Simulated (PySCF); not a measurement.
# C5H8: the cost of one run

Method: levels as typed in each script, gas phase, geometry from GFN2-xTB; program: PySCF 2.14.0.

1 further run of the same task is left out (it didn't finish).

## 1. The system as given

SMILES `C[C@@H]1[C@H]2C[C@@H]12`, 13 atoms, charge 0, spin multiplicity 1.

Bond lengths: C1–C2 1.509 Å, C1–H6 1.088 Å, C1–H7 1.088 Å, C1–H8 1.089 Å, C2–C3 1.499 Å, C2–C5 1.499 Å, C2–H9 1.089 Å, C3–C4 1.495 Å, C3–C5 1.485 Å, C3–H10 1.069 Å, C4–C5 1.495 Å, C4–H11 1.083 Å, C4–H12 1.085 Å, C5–H13 1.069 Å. Angles: C2–C1–H6 110.6°, C2–C1–H7 110.5°, C2–C1–H8 110.4°, H6–C1–H7 108.5°, H6–C1–H8 108.6°, H7–C1–H8 108.2°, C1–C2–C3 119.3°, C1–C2–C5 119.3°, C1–C2–H9 113.5°, C3–C2–C5 59.4°, C3–C2–H9 117.5°, C5–C2–H9 117.5°, C2–C3–C4 96.5°, C2–C3–C5 60.3°, C2–C3–H10 131.7°, C4–C3–C5 60.2°, C4–C3–H10 131.6°, C5–C3–H10 134.5° and more.

As a file:

```csv
atom,x (Å),y (Å),z (Å)
C1,1.9393,0.0000,0.0404
C2,0.5147,0.0003,-0.4572
C3,-0.5331,0.7423,0.3159
C4,-1.7076,0.0002,-0.2361
C5,-0.5329,-0.7428,0.3150
H6,1.9642,-0.0013,1.1278
H7,2.4674,-0.8814,-0.3187
H8,2.4672,0.8825,-0.3176
H9,0.4337,0.0010,-1.5434
H10,-0.4591,1.4906,1.0753
H11,-2.6225,-0.0003,0.3434
H12,-1.8737,0.0007,-1.3084
H13,-0.4587,-1.4920,1.0734
```

## 2. Stretching a bond (6-31+g*)

Input file input.py:

```python
import numpy as np
from pyscf import gto, scf, mcscf

mol = gto.M(atom='''
C      1.93926    -0.00001     0.04039
C      0.51465     0.00035    -0.45723
C     -0.53310     0.74235     0.31594
C     -1.70764     0.00016    -0.23606
C     -0.53292    -0.74281     0.31501
H      1.96420    -0.00127     1.12782
H      2.46741    -0.88142    -0.31870
H      2.46720     0.88246    -0.31760
H      0.43373     0.00103    -1.54336
H     -0.45907     1.49060     1.07525
H     -2.62249    -0.00032     0.34336
H     -1.87374     0.00072    -1.30844
H     -0.45872    -1.49199     1.07337
''', basis='6-31+g*', charge=0, spin=0, verbose=4)
# stretch the bond between atoms 1 and 7, from long to short, fragments rigid
a, b, move = 0, 6, [6]
xyz = mol.atom_coords(unit='Angstrom')
u = xyz[b] - xyz[a]
r0 = np.linalg.norm(u)
rows, last, dm_u = [], None, None
for r in [3.0, 2.35, 1.93, 1.66, 1.44, 1.28, 1.18, 1.07, 0.98]:
    new = xyz.copy()
    new[move] += u / r0 * (r - r0)
    m = mol.set_geom_(new, unit='Angstrom', inplace=False)
    rhf = scf.RHF(m).density_fit(auxbasis='def2-universal-jkfit').run()
    uhf = scf.UHF(m).density_fit(auxbasis='def2-universal-jkfit').newton()
    if dm_u is None:
        c = rhf.mo_coeff
        h = m.nelectron // 2 - 1
        ca, cb = c.copy(), c.copy()
        ca[:, h], cb[:, h] = (c[:, h] + c[:, h + 1]) / 2**.5, (c[:, h] - c[:, h + 1]) / 2**.5
        dm_u = np.array([x[:, :h + 1] @ x[:, :h + 1].T for x in (ca, cb)])
    uhf.kernel(dm0=dm_u)
    for _ in range(3):
        c, _, stable, _ = uhf.stability(return_status=True)
        if stable:
            break
        uhf.kernel(c, uhf.mo_occ)
    dm_u = uhf.make_rdm1()
    mc = mcscf.CASSCF(rhf, 2, 2)
    mc.natorb = True
    mc.fix_spin_(ss=0)
    guess = mcscf.addons.make_natural_orbitals(uhf)[1] if last is None else mcscf.project_init_guess(mc, last.mo_coeff, last.mol)
    mc.kernel(guess)
    last = mc
    act = slice(mc.ncore, mc.ncore + mc.ncas)
    print('r %.3f  RHF %.6f  UHF %.6f  <S^2> %.3f  CASSCF %.6f  occupations' % (r, rhf.e_tot, uhf.e_tot, uhf.spin_square()[0], mc.e_tot), mc.mo_occ[act].round(4))
    rows.append((new, rhf.e_tot, uhf.e_tot, uhf.spin_square()[0], mc.e_tot, mc.mo_occ[act], mc.mo_coeff[:, act], dm_u[0] - dm_u[1], rhf.converged and uhf.converged and mc.converged))
    np.savez('result.npz', **{k: [row[i] for row in rows] for i, k in enumerate('xyz rhf uhf s2 cas occ c spin ok'.split())})
```

The run is started by

```console
$ OMP_NUM_THREADS=1 python input.py
```

**Question.** How long does this run take on 1 thread of Arm Neoverse V2, shared host, and how much memory does it need?

About 7.8 min, with a peak of 0.29 GiB.
